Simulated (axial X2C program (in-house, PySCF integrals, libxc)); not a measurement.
## Nuclear properties of NBO²⁺

Calculated with an in-house all-electron X2C program for linear molecules (integrals from PySCF): two-component X2C with atomic mean-field Coulomb and Gaunt terms, Gaussian nuclei, basis N dyall-av3z, B dyall-v3z, O dyall-av3z with contracted cores.

N–B–O held linear, with bonds 1.511 and 1.302 Å (near the PBE0 minimum at charge 2 of the determinant lowest at the starting distance; the state shown can have its own minimum elsewhere, held linear; other orders of the atoms were not compared).

Input and command:
```json
{"zs": [7, 5, 8], "q": 2, "bas": ["dyall-av3z", "dyall-v3z", "dyall-av3z"], "r0": [1.38, 1.35], "symm": 0, "scan": ["PBE0", "HF", "PBE"], "levels": ["PBE0", "HF", "TPSSh"], "nst": 2}
```
```bash
python solin.py task.json out
```

Keys: zs atomic numbers; q charge; bas basis sets; r0 starting distance in Å; symm equal bonds; scan levels of the two-bond scan; levels methods; nst determinants followed.

Determinant lowest in the PBE0 search, Ω = 2 (⟨Sz⟩ = 1.00, ⟨Lz⟩ = 1.00 at PBE0), spin on the atoms N 1.34, B 0.08, O -0.42:

| level | Eeff magnitude (GV/cm) | Ws magnitude N (kHz) | Ws magnitude B (kHz) | Ws magnitude O (kHz) | A∥/gI N (MHz) | qzz N (a.u.) | A∥/gI B (MHz) | qzz B (a.u.) | A∥/gI O (MHz) | qzz O (a.u.) |
| --- | --- | --- | --- | --- | --- | --- | --- | --- | --- | --- |
| PBE0 | 0.0622 | 0.0126 | 0.000408 | 9.63e-05 | 257 | 0.48 | 52.2 | -0.35 | 233 | -0.93 |
| HF | 0.0636 | 0.0132 | 0.000195 | 0.000301 | 334 | 0.46 | 50.7 | -0.46 | 205 | -0.70 |
| TPSSh | 0.0587 | 0.0121 | 0.000442 | 0.000283 | 260 | 0.48 | 47.6 | -0.32 | 233 | -0.96 |

Determinant 0.00 eV from it at PBE0 and this distance, Ω = 3 (⟨Sz⟩ = 2.00, ⟨Lz⟩ = 1.00 at PBE0), spin on the atoms N 1.34, B 0.12, O 0.53:

| level | Eeff magnitude (GV/cm) | Ws magnitude N (kHz) | Ws magnitude B (kHz) | Ws magnitude O (kHz) | A∥/gI N (MHz) | qzz N (a.u.) | A∥/gI B (MHz) | qzz B (a.u.) | A∥/gI O (MHz) | qzz O (a.u.) |
| --- | --- | --- | --- | --- | --- | --- | --- | --- | --- | --- |
| PBE0 | 0.0658 | 0.0084 | 0.000373 | 0.000137 | 171 | 0.54 | 31.4 | -0.36 | 76.5 | -0.93 |
| HF | 0.0715 | 0.0088 | 0.000316 | 0.000491 | 222 | 0.47 | 21.3 | -0.45 | 88.9 | -0.75 |
| TPSSh | 0.0632 | 0.00812 | 0.000369 | 0.000107 | 174 | 0.56 | 31.7 | -0.34 | 71 | -0.98 |

Eeff is the effective electric field on the electron electric dipole moment in this Ω state and Ws the scalar–pseudoscalar constant of the nucleus named (defined with the proton number Z and per Ω); A∥ (defined per Ω) follows by multiplying with gI = μI/(I μN); qzz is the electric field gradient, eQq0 = 234.96 MHz × Q/barn × qzz. The operators were transformed with the bare-nucleus X2C matrices; with these basis sets, hyperfine constants and field gradients can be off by tens of per cent, and where levels differ in sign neither size nor sign is settled.

(1) With gI(14N) = 0.4038, Q(14N) = 0.02044 barn, gI(11B) = 1.7924, Q(11B) = 0.04059 barn, gI(17O) = -0.7575, Q(17O) = -0.02558 barn (g factors from the IAEA table of nuclear moments by Stone; Q from Pyykkö, Mol. Phys. 2018), turn the PBE0 values of the first state into constants in MHz.

The molecule was held linear; bending was not examined, so a bent shape may lie lower.

Each state is one determinant with collinear spin, which with several unpaired electrons need not be a pure state. Unrestricted Hartree–Fock can overshoot spin polarisation at the nuclei. With several open shells hyperfine constants can be off by a factor of several. In the state Ω = 2 the atomic spins oppose each other (1.34, 0.08, -0.42): a broken-symmetry determinant whose values are not spin-projected. Open-shell Ω = 0 determinants with evenly filled partner blocks cannot be reached by this program, so the Ω shown need not be the lowest component. At HF, TPSSh a later determinant lies lower. States lie within half an eV, so the first need not be the ground state. PBE0 term energies can be off by some tenths of an eV.

## Answers

(1) A∥(14N) = 257 × 0.4038 = 104 MHz; eQq0(14N) = 234.96 × (0.02044) × (0.48) = 2.31 MHz; A∥(11B) = 52.2 × 1.7924 = 93.6 MHz; eQq0(11B) = 234.96 × (0.04059) × (-0.35) = -3.34 MHz; A∥(17O) = 233 × -0.7575 = -176 MHz; eQq0(17O) = 234.96 × (-0.02558) × (-0.93) = 5.59 MHz.
